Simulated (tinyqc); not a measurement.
Worked calculation: CCSD on RHF in the sto-6g basis, frozen core, for OH-, spin multiplicity 1. The basis has no diffuse functions, so it cannot describe the extra electron: this is an exercise in the method, not the real anion. One step of it, computed by the program tinyqc.

Question. CCSD: starting amplitudes. t_ij^ab = <ij||ab> / (e_i + e_j - e_a - e_b), whose energy is MP2.

orbital energies (hartree): MO1 -19.642159, MO2 -0.602141, MO3 0.066730, MO4 0.243483, MO5 0.243483, MO6 1.235648

Two-electron integrals over orbitals (pq|rs), unique and non-zero (hartree); the lowest 1 orbital is frozen and left out:
```
(22|22) 0.727112    (32|22) -0.020506   (32|32) 0.150131    (33|22) 0.646360
(33|32) -0.032522   (33|33) 0.671332    (42|42) 0.146038    (43|42) -0.053656
(43|43) 0.048027    (44|22) 0.748627    (44|32) -0.100527   (44|33) 0.647899
(44|44) 0.880663    (52|52) 0.146038    (53|52) -0.053656   (53|53) 0.048027
(54|54) 0.047461    (55|22) 0.748627    (55|32) -0.100527   (55|33) 0.647899
(55|44) 0.785741    (55|55) 0.880663    (62|22) -0.113703   (62|32) -0.016727
(62|33) -0.013925   (62|44) -0.122493   (62|55) -0.122493   (62|62) 0.109640
(63|22) -0.092779   (63|32) 0.118919    (63|33) -0.064593   (63|44) -0.146980
(63|55) -0.146980   (63|62) 0.043960    (63|63) 0.157203    (64|42) -0.043223
(64|43) -0.006690   (64|64) 0.038702    (65|52) -0.043223   (65|53) -0.006690
(65|65) 0.038702    (66|22) 0.686721    (66|32) 0.036279    (66|33) 0.648723
(66|44) 0.666079    (66|55) 0.666079    (66|62) -0.089114   (66|63) -0.034269
(66|66) 0.727020
```

Give: Starting amplitudes; correlation energy.

Answer.

Starting amplitudes (spin orbitals 1a, 1b, ...; amplitudes related by a flip of all spins are not repeated):
```
from      to        t
3a 3b  6a 6b  -0.0672
2a 2b  6a 6b  -0.0298
5a 5b  6a 6b  -0.0195
4a 4b  6a 6b  -0.0195
2a 3b  6a 6b  -0.0146
```

correlation energy = -0.016636 hartree
